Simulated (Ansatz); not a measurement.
System: hcp Re. Method: LDA (plane waves, PAW; Ansatz, a program for electronic structure).

A relaxed, unreconstructed slab of the (0001) face has 6 atoms, two equal faces of 6.496 Å² each and an energy of -63643.4091 eV. A bulk cell of 2 atoms with the same orientation and in-plane k mesh has -21215.3038 eV. Energies are extrapolated to zero smearing.

Run with plane-wave cutoff 500 eV, 24×24×1 k mesh (along the axes of the cell as run), Fermi–Dirac smearing 0.1 eV, scalar-relativistic PAW data made under PBE.

Worked out: γ = (E_slab − N E_bulk per atom)/2A = [-63643.4091 − 6 × (-21215.3038/2)]/(2 × 6.496) = 0.1926 eV/Å². With 16.022 J/m² per eV/Å² this is 3.09 J/m², or 1.25 eV per surface cell and face.
